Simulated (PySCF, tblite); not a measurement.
# CH₃N: bond homolysis, part 3 of 3

tblite 0.8.0 and PySCF 2.14.0. Atoms count from 0. Earlier steps stand in the parts before.

## (29) Single point (CH2N radical, C=[N]): HF/jun-cc-pV(T+d)Z

Geometry: PBE0-D3(BJ)/def2-SVP.

The job: settings as JSON, then the geometry in Å.

```
{"job": {"kind": "sp", "xc": "HF", "basis": "jun-cc-pV(T+d)Z", "grid": 2}, "charge": 0, "multiplicity": 2}
C     -0.380192    -0.041161    -0.023675
N      0.777464    -0.490347    -0.058453
H     -1.265123    -0.708300    -0.063948
H     -0.580565     1.047089     0.049068
```

The log of the run:

```text
final grid: 32944 points
cycle   1  E = -93.3959319012  dE =  1.078e-02  |g| = 2.699e-01  |ddm| = 9.422e-01
cycle   2  E = -93.4437554151  dE = -4.782e-02  |g| = 1.699e-01  |ddm| = 2.304e-01
cycle   3  E = -93.4581140504  dE = -1.436e-02  |g| = 5.509e-02  |ddm| = 1.042e-01
cycle   4  E = -93.4619786177  dE = -3.865e-03  |g| = 2.206e-02  |ddm| = 5.348e-02
cycle   5  E = -93.4629548759  dE = -9.763e-04  |g| = 1.353e-02  |ddm| = 2.770e-02
cycle   6  E = -93.4634930346  dE = -5.382e-04  |g| = 1.175e-02  |ddm| = 1.844e-02
cycle   7  E = -93.4641676948  dE = -6.747e-04  |g| = 1.074e-02  |ddm| = 2.453e-02
cycle   8  E = -93.4656986130  dE = -1.531e-03  |g| = 7.645e-03  |ddm| = 6.746e-02
cycle   9  E = -93.4664564317  dE = -7.578e-04  |g| = 2.562e-03  |ddm| = 7.808e-02
cycle  10  E = -93.4663768679  dE =  7.956e-05  |g| = 3.082e-03  |ddm| = 2.535e-02
cycle  11  E = -93.4664661200  dE = -8.925e-05  |g| = 5.298e-04  |ddm| = 2.480e-02
cycle  12  E = -93.4664662709  dE = -1.509e-07  |g| = 2.930e-04  |ddm| = 1.679e-03
cycle  13  E = -93.4664667917  dE = -5.208e-07  |g| = 4.259e-05  |ddm| = 2.104e-03
cycle  14  E = -93.4664667993  dE = -7.561e-09  |g| = 1.862e-05  |ddm| = 3.352e-04
converged SCF energy = -93.4664667993
```

Run time: 0.5 s. Hardware: 1 thread of Arm Neoverse V2, shared host.

## (30) Single point (H radical): HF/jun-cc-pV(T+d)Z

Geometry: atom.

The job: settings as JSON, then the geometry in Å.

```
{"job": {"kind": "sp", "xc": "HF", "basis": "jun-cc-pV(T+d)Z", "grid": 2}, "charge": 0, "multiplicity": 2}
H      0.000000     0.000000     0.000000
```

The log of the run:

```text
final grid: 5376 points
cycle   1  E = -0.4905850801  dE = -1.680e-01  |g| = 7.208e-02  |ddm| = 4.055e-01
cycle   2  E = -0.4984181787  dE = -7.833e-03  |g| = 2.800e-02  |ddm| = 1.456e-01
cycle   3  E = -0.4998097698  dE = -1.392e-03  |g| = 1.956e-04  |ddm| = 9.042e-02
cycle   4  E = -0.4998098110  dE = -4.117e-08  |g| = 2.474e-05  |ddm| = 4.152e-04
cycle   5  E = -0.4998098113  dE = -2.917e-10  |g| = 2.774e-08  |ddm| = 3.979e-05
converged SCF energy = -0.4998098113
```

It took 0.02 s on 1 thread of Arm Neoverse V2, shared host.

## (31) Single point (CH₂N radical, [CH]=N): HF/jun-cc-pV(T+d)Z

Geometry: PBE0-D3(BJ)/def2-SVP.

The job: settings as JSON, then the geometry in Å.

```
{"job": {"kind": "sp", "xc": "HF", "basis": "jun-cc-pV(T+d)Z", "grid": 2}, "charge": 0, "multiplicity": 2}
C     -0.342139    -0.008561    -0.019715
N      0.795609    -0.456109    -0.056581
H     -0.771785     1.010306     0.067318
H      1.616885     0.163798    -0.002267
```

The log of the run:

```text
final grid: 32944 points
cycle   1  E = -93.3856744092  dE =  1.289e-01  |g| = 2.334e-01  |ddm| = 1.214e+00
cycle   2  E = -93.4195484251  dE = -3.387e-02  |g| = 1.212e-01  |ddm| = 3.950e-01
cycle   3  E = -93.4273874486  dE = -7.839e-03  |g| = 5.165e-02  |ddm| = 1.145e-01
cycle   4  E = -93.4300253705  dE = -2.638e-03  |g| = 2.024e-02  |ddm| = 9.014e-02
cycle   5  E = -93.4308468027  dE = -8.214e-04  |g| = 1.206e-02  |ddm| = 4.690e-02
cycle   6  E = -93.4313329024  dE = -4.861e-04  |g| = 8.729e-03  |ddm| = 2.657e-02
cycle   7  E = -93.4316767119  dE = -3.438e-04  |g| = 6.845e-03  |ddm| = 2.088e-02
cycle   8  E = -93.4319670473  dE = -2.903e-04  |g| = 5.654e-03  |ddm| = 2.106e-02
cycle   9  E = -93.4322581117  dE = -2.911e-04  |g| = 4.442e-03  |ddm| = 2.490e-02
cycle  10  E = -93.4325763853  dE = -3.183e-04  |g| = 1.692e-03  |ddm| = 4.802e-02
cycle  11  E = -93.4325931532  dE = -1.677e-05  |g| = 5.751e-04  |ddm| = 8.309e-03
cycle  12  E = -93.4325956523  dE = -2.499e-06  |g| = 3.265e-04  |ddm| = 4.991e-03
cycle  13  E = -93.4325957683  dE = -1.160e-07  |g| = 8.090e-05  |ddm| = 5.125e-04
cycle  14  E = -93.4325957782  dE = -9.948e-09  |g| = 3.704e-05  |ddm| = 1.284e-04
converged SCF energy = -93.4325957782
```

It took 0.5 s on 1 thread of Arm Neoverse V2, shared host.

## (32) Bond homolysis: HF/jun-cc-pV(T+d)Z

This step combines the energies above: geometries from PBE0-D3(BJ)/def2-SVP, zero-point and thermal terms from PBE0-D3(BJ)/def2-SVP.

The job: settings as JSON, then the geometry in Å.

```
{"job": {"kind": "bd", "cap": 8, "geom": {"xc": "PBE0", "basis": "def2-SVP", "d3": "d3bj", "grid": 1}, "hess": 1, "level": {"xc": "HF", "basis": "jun-cc-pV(T+d)Z"}}, "charge": 0, "multiplicity": 1}
C     -0.381102    -0.028448    -0.011479
N      0.778595    -0.530825    -0.043913
H     -1.257336    -0.695267    -0.067885
H     -0.608494     1.051700     0.070988
H      1.488313     0.207717     0.017367
```

Output (the driver's rows laid out field by field):

```text
homolysis bond by bond, HF/jun-cc-pV(T+d)Z // PBE0-D3(BJ)/def2-SVP

row 1
  atoms                   1 4
  elements                N H
  length                  1.0261
  fragments               formula CH2N, charge 0, multiplicity 2, smiles C=[N], kept yes, pieces 1, point_group C2v, largest_spin N 1.388; formula H, charge 0, multiplicity 2, smiles [H], kept yes, pieces 1
  electronic              268.66
  zero_kelvin             229.76
  enthalpy                235.99
  free_energy             202.65
  flags                   spin_contaminated

row 2
  atoms                   0 2
  elements                C H
  length                  1.1025
  fragments               formula CH2N, charge 0, multiplicity 2, smiles [CH]=N, kept yes, pieces 1, point_group Cs, largest_spin C 1.107; formula H, charge 0, multiplicity 2, smiles [H], kept yes, pieces 1
  electronic              357.59
  zero_kelvin             318.39
  enthalpy                324.76
  free_energy             289.95
```

It took 1.4 s on 1 thread of Arm Neoverse V2, shared host.

Dissociation energies (kJ/mol, gas phase, 298 K for the thermal columns):

| bond | fragments | electronic | enthalpy | free energy |
| --- | --- | --- | --- | --- |
| N1–H4 | C=[N] + [H] | 268.7 | 236.0 | 202.7 |
| C0–H2 | [CH]=N + [H] | 357.6 | 324.8 | 289.9 |

## (33) What came out

The summary covers parts 1 to 3.

```
                                           quantity                     value
          strongest single infrared mode (GFN2-xTB)     2868 cm⁻¹, 128 km/mol
                       zero-point energy (GFN2-xTB)             24.1 kcal/mol
                                        point group                        Cs
               rotational constants (main isotopes)  195.43, 34.96, 29.65 GHz
  bond enthalpy (ΔH), N1–H4 (PBE0-D3(BJ)/def2-TZVP)              350.6 kJ/mol
  bond enthalpy (ΔH), C0–H2 (PBE0-D3(BJ)/def2-TZVP)              402.2 kJ/mol
bond enthalpy (ΔH), N1–H4 (CCSD(T)/jun-cc-pV(T+d)Z)              362.5 kJ/mol
bond enthalpy (ΔH), C0–H2 (CCSD(T)/jun-cc-pV(T+d)Z)              417.3 kJ/mol
    bond enthalpy (ΔH), N1–H4 (MP2/jun-cc-pV(T+d)Z)              399.6 kJ/mol
    bond enthalpy (ΔH), C0–H2 (MP2/jun-cc-pV(T+d)Z)              427.1 kJ/mol
     bond enthalpy (ΔH), N1–H4 (HF/jun-cc-pV(T+d)Z)              236.0 kJ/mol
     bond enthalpy (ΔH), C0–H2 (HF/jun-cc-pV(T+d)Z)              324.8 kJ/mol
```

**Reading.** All 9 modes are real, so the xTB geometry is a minimum. The strongest single mode, at 2868 cm⁻¹, moves mainly H3. Unscaled tight-binding wavenumbers are off by several per cent, some by more. Its intensities can rank the bands wrongly. Relaxing lowered the energy by 0.038 eV in 2 steps; the close pair that moved most is C0–H2, from 1.084 to 1.103 Å (PBE0/def2-SVP). At PBE0-D3(BJ)/def2-TZVP the bond enthalpy (ΔH) runs from 350.6 kJ/mol (N1–H4) to 402.2 kJ/mol (C0–H2). In steps 19, 24, 29 the state is spin-contaminated. At CCSD(T)/jun-cc-pV(T+d)Z the bond enthalpy (ΔH) runs from 362.5 kJ/mol (N1–H4) to 417.3 kJ/mol (C0–H2). At MP2/jun-cc-pV(T+d)Z the bond enthalpy (ΔH) runs from 399.6 kJ/mol (N1–H4) to 427.1 kJ/mol (C0–H2). At HF/jun-cc-pV(T+d)Z the bond enthalpy (ΔH) runs from 236.0 kJ/mol (N1–H4) to 324.8 kJ/mol (C0–H2). Hartree-Fock lacks correlation, so its bond and fragment energies are far off.
